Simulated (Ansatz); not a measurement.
Ideal-gas functions of C3H4 (`C1=CC1`) at 600 K and 1 bar, from an Ansatz frequency run at PBE0-D4/def2-TZVP.

Molar mass 40.07 g/mol, point group C2v (symmetry number 2), electronic degeneracy 1, moments of inertia 16.62, 22.826, 36.089 u Å². Harmonic wavenumbers (cm⁻¹, unscaled): 611, 816, 876, 927, 1022, 1042, 1079, 1114, 1181, 1520, 1751, 3059, 3123, 3272, 3318.

Use S(trans) = R[1.5 ln M + 2.5 ln T − 1.1517]; rotational temperatures θ = 24.2544 K / I; S(rot) = R[ln(√π/σ · √(T³/θAθBθC)) + 1.5]; for each mode x = 1.438777 ν̃/T, S = R[x/(eˣ − 1) − ln(1 − e⁻ˣ)] and H = RT x/(eˣ − 1); 1 cm⁻¹ = 0.0119627 kJ/mol; R = 8.31446 J/(mol·K).

Task: By hand: the entropy, in J/(mol·K).

Result: Translation 169.4. Rotation: θ = 1.4594, 1.0626, 0.6721 K, giving 91.1. Vibration, mode by mode: 5.84, 3.94, 3.52, 3.20, 2.67, 2.57, 2.40, 2.25, 1.98, 1.03, 0.66, 0.05, 0.04, 0.03, 0.03, in all 30.2. Electronic 0.0. Sum 290.7 J/(mol·K).

Task: By hand: H − E and G − E in kJ/mol, counted from the electronic energy.

Result: Zero-point energy ½ × 24711 × 0.0119627 = 147.8; thermal vibration 12.7; translation, rotation and pV give 4 RT = 20.0. H − E = 180.5 kJ/mol, and G − E = 180.5 − 600 × 290.7/1000 = 6.1 kJ/mol.

Vibration gives 10 % of the entropy.
